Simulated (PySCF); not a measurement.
Write Cartesian coordinates for InChI=1S/C3H6F2O/c1-6-3(5)2-4/h3H,2H2,1H3/t3-/m0/s1 as optimised with GFN2-xTB.

```xyz
12
C3H6F2O angstrom
C      1.789    0.436    0.478
O      0.454    0.707    0.082
C     -0.302   -0.399   -0.172
F      0.148   -1.026   -1.331
C     -1.760    0.004   -0.392
F     -2.430   -0.023    0.798
H      1.806   -0.170    1.390
H      2.334   -0.083   -0.315
H      2.246    1.404    0.667
H     -0.224   -1.169    0.617
H     -2.248   -0.707   -1.065
H     -1.813    1.023   -0.784
```

Any rigid rotation of these coordinates is as good. Atoms count from 1 in this order. O2 (ether oxygen) is bent (angle 114.8°). The C–F distances run from 1.366 Å (C5–F6, drawn single) to 1.392 Å (C3–F4, drawn single), a spread of 0.026 Å. Of the pairs four or more bonds apart, F4···H8 is among the closest relative to their van der Waals radii: 2.59 Å, 97 % of the sum of Bondi's values. The 2 C–O bonds span 1.363 Å (O2–C3, drawn single) to 1.419 Å (C1–O2, drawn single), a spread of 0.056 Å.

Bonds between heavy atoms (Å): C1–O2 1.419, O2–C3 1.363, C3–F4 1.392, C3–C5 1.529, C5–F6 1.366.

Computed geometry: GFN2-xTB, gas phase.

Point group: C1 (no symmetry element, even within 0.4 Å). Whether it is a minimum is left open (no frequencies). One conformer, not necessarily the lowest (C1–O2–C3–F4 -69°, O2–C3–C5–F6 -91°).
